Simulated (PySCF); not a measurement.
# SiH4O (Si(OH)H3): levels of theory compared

Aim: a comparison of 3 runs (M06-2X/STO-6G, CCSDT/STO-6G, CCSD(T)/STO-6G) of SiH4O (Si(OH)H3). Input form: a Python script.

Program for the calculation: PySCF 2.14.0.

2 further runs of the same task are left out: 2 set aside as unsound or not needed.

## (1) The molecule

The species is SiH4O (6 atoms), meant as a singlet with charge 0. As SMILES, `[H][Si]([H])([H])O`. One bond was lengthened or shortened from a relaxed shape.

Bond lengths: Si1–O2 1.625 Å, O2–H3 1.143 Å, Si1–H4 1.464 Å, Si1–H5 1.464 Å, Si1–H6 1.453 Å. Angles: Si1–O2–H3 122.4°, O2–Si1–H4 110.3°, O2–Si1–H5 110.3°, O2–Si1–H6 101.4°, H4–Si1–H5 108.8°, H4–Si1–H6 112.9°, H5–Si1–H6 112.9°.

## (2) A single-point energy at M06-2X/STO-6G (run 1)

The input, calc.py:

```python
from pyscf import gto, dft

mol = gto.Mole()
mol.atom = [
    ('Si', (-0.137298, -0.257514, -0.507918)),
    ('O', (-0.136898, -0.234454, 1.117122)),
    ('H', (0.327320, 0.620940, 1.717260)),
    ('H', (1.235792, -0.255314, -1.016858)),
    ('H', (-0.837738, 0.915836, -1.033198)),
    ('H', (-0.837958, -1.502214, -0.776438)),
]
mol.verbose = 3
mol.max_memory = 1860
mol.basis = 'sto-6g'
mol.spin = 0
mol.build()

ks = dft.RKS(mol)
ks.xc = 'm06-2x'
ks.conv_tol = 1e-10
ks.grids.level = 5
ks.kernel()
if not ks.converged:
    ks = ks.newton().run(ks.mo_coeff, ks.mo_occ)

e_tot = ks.e_tot
print('Final energy', e_tot)
```

Launch:

```console
$ OMP_NUM_THREADS=1 python calc.py
```

The log of the run:

```text
converged SCF energy = -365.636210733507
Final energy -365.6362107335069
```

It took 4.8 s on 1 thread of Arm Neoverse V1, shared host; peak memory 0.2 GiB.

## (3) The energy at CCSDT/STO-6G (run 2)

The input, geometry.xyz:

```xyz
6

Si    -0.137298    -0.257514    -0.507918
O     -0.136898    -0.234454     1.117122
H      0.327320     0.620940     1.717260
H      1.235792    -0.255314    -1.016858
H     -0.837738     0.915836    -1.033198
H     -0.837958    -1.502214    -0.776438
```

The input, run.py:

```python
from pyscf import gto, cc

mol = gto.M(
    atom='geometry.xyz',
    charge=0,
    basis='sto-6g',
    verbose=4,
    spin=0,
    max_memory=1860,
)

hf = mol.RHF()
hf.conv_tol = 1e-10
hf.kernel()
if not hf.converged:
    hf = hf.newton().run(hf.mo_coeff, hf.mo_occ)

mycc = cc.CCSDT(hf, frozen=6)
mycc.kernel()
e_tot = mycc.e_tot
print('Final energy', e_tot)
```

Launch:

```console
$ OMP_NUM_THREADS=1 python run.py
```

The log of the run:

```text
PySCF version 2.14.0

[... 58 lines left out ...]
converged SCF energy = -364.747564371657
[... 16 lines left out ...]
WARN: A large `blksize` is being used, which may cause large memory consumption
[... 12 lines left out ...]
Init t2, MP2 energy = -364.829680508096  E_corr(MP2) -0.082116136439
[... 14 lines left out ...]
RCCSDT converged
[... 3 lines left out ...]
Final energy -364.862808485604
```

Run time: 1.4 s. Hardware: 1 thread of Arm Neoverse V1, shared host; peak memory 0.12 GiB.

## (4) A single-point energy at CCSD(T)/STO-6G (run 3)

The input, input.py:

```python
from pyscf import gto, scf, cc

mol = gto.M(
    atom=[
    ('Si', (-0.137298, -0.257514, -0.507918)),
    ('O', (-0.136898, -0.234454, 1.117122)),
    ('H', (0.327320, 0.620940, 1.717260)),
    ('H', (1.235792, -0.255314, -1.016858)),
    ('H', (-0.837738, 0.915836, -1.033198)),
    ('H', (-0.837958, -1.502214, -0.776438)),
],
    verbose=4,
    basis='sto-6g',
    max_memory=1860,
    spin=0,
)

hf = scf.RHF(mol)
hf.conv_tol = 1e-10
hf.kernel()
if not hf.converged:
    hf = hf.newton().run(hf.mo_coeff, hf.mo_occ)

mycc = cc.CCSD(hf, frozen=6)
mycc.kernel()
e_t = mycc.ccsd_t()
e_final = mycc.e_tot + e_t
print('Final energy', e_final)
```

Launch:

```console
$ OMP_NUM_THREADS=1 python input.py
```

The log of the run:

```text
PySCF version 2.14.0

[... 58 lines left out ...]
converged SCF energy = -364.747564371657
[... 12 lines left out ...]
Init t2, MP2 energy = -364.829680508096  E_corr(MP2) -0.0821161364391713
[... 10 lines left out ...]
CCSD converged
[... 2 lines left out ...]
Final energy -364.86243106192694
```

It took 1 s on 1 thread of Arm Neoverse V1, shared host; peak memory 0.1 GiB.

## (5) The series

| run | level | integration grid | frozen core orbitals | energy (Eh) | dipole moment (D) of the reference | HOMO energy (eV) | LUMO energy (eV) | wall time |
| --- | --- | --- | --- | --- | --- | --- | --- | --- |
| 1 | M06-2X/STO-6G | 5 | – | -365.636211 | 1.13 | -6.01 | 7.42 | 4.8 s |
| 2 | CCSDT/STO-6G | – | 6 | -364.862808 | 1.29 | -9.18 | 11.84 | 1.4 s |
| 3 | CCSD(T)/STO-6G | – | 6 | -364.862431 | 1.29 | -9.18 | 11.84 | 1 s |

## (6) Outcome

```
                                          quantity          value
                               run 3: total energy  -364.86243 Eh
       run 3: dipole moment (Hartree–Fock density)         1.29 D
        run 3: HOMO energy (Hartree–Fock orbitals)       -9.18 eV
        run 3: LUMO energy (Hartree–Fock orbitals)       11.84 eV
      run 3: HOMO–LUMO gap (Hartree–Fock orbitals)       21.02 eV
run 3: correlation energy (6 core orbitals frozen)     -114.9 mEh
                             run 3: (T) correction      -1.56 mEh
                              run 3: T1 diagnostic          0.010
```

In words: In runs 1, 2, 3 the basis is minimal, so the values are rough. All runs together took 7.3 s, the longest 4.8 s.
